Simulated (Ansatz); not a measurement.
# NSO+ (triplet): from Hartree-Fock to the top rungs, def2-QZVPP

The task here is to estimate one member of a computed series from the others.

Computed with Ansatz 0.2.0, Gaussian basis. Level: def2-QZVPP, core rule «outside noble gas», up to 7 orbitals frozen.

To be run: UHF; ROHF; CCSD(T) on UHF.

### What is computed

The geometry is a PBE0/def2-TZVP stationary point (not a proven minimum) of the parent state, kept for this charge and spin.

3 atoms, charge 1, spin multiplicity 3.

Atoms are counted from 1 here; the program's logs count them from 0.

Bond lengths: N1–O2 1.333 Å, O2–S3 1.672 Å. Angles: N1–O2–S3 110.0°.

Set-up of the first run:

in.yaml reads:

```yaml
crystal:
  periodic: [false, false, false]
  atoms:
    - {symbol: N, position_ang: [0.000000, -0.402222, 1.503030]}
    - {symbol: O, position_ang: [0.000000, 0.563274, 0.584427]}
    - {symbol: S, position_ang: [0.000000, -0.105356, -0.948167]}
basis:
  gaussian: {orbitals: "def2-QZVPP.json"}
total_charge: 1
magnetization: {spin_polarized: true, initial_magnetization: 2}
hamiltonian: {xc: hf}
output: {orbitals: {seedname: orbitals}}
```

Started as:

```bash
$ ansatz run in.yaml --threads 1 --pin off --events-out ev --progress --plain --max-ram 2393MiB
```

Among the steps run: UHF; ROHF; CCSD(T) on UHF.

One of the session's tables, all rows but one given; the rest of the session is left out.

| method | from UCCSD(T) (meV) |
| --- | --- |
| ROHF | +17464.0 |
| UHF | +16072.8 |
| UMP2 | +1931.5 |
| UCCSD | ? |
| UCCSD(T) | 0 |

**Question.** Estimate the row for UCCSD.

**Answer.** from UCCSD(T) (meV): +938.6. In the column «from UCCSD(T) (meV)» it lies between UCCSD(T) (0) and UMP2 (+1931.5).

The program flags UCCSD(T) as in doubt (see the logs), so the zero of the table is itself unsure.

To keep in mind: The determinant is far from a pure spin state, so its energy mixes those of several spin states (harmless only where they are near-degenerate, as at dissociation). The program flags UCCSD(T) as in doubt, so the zero of the table is itself unsure.
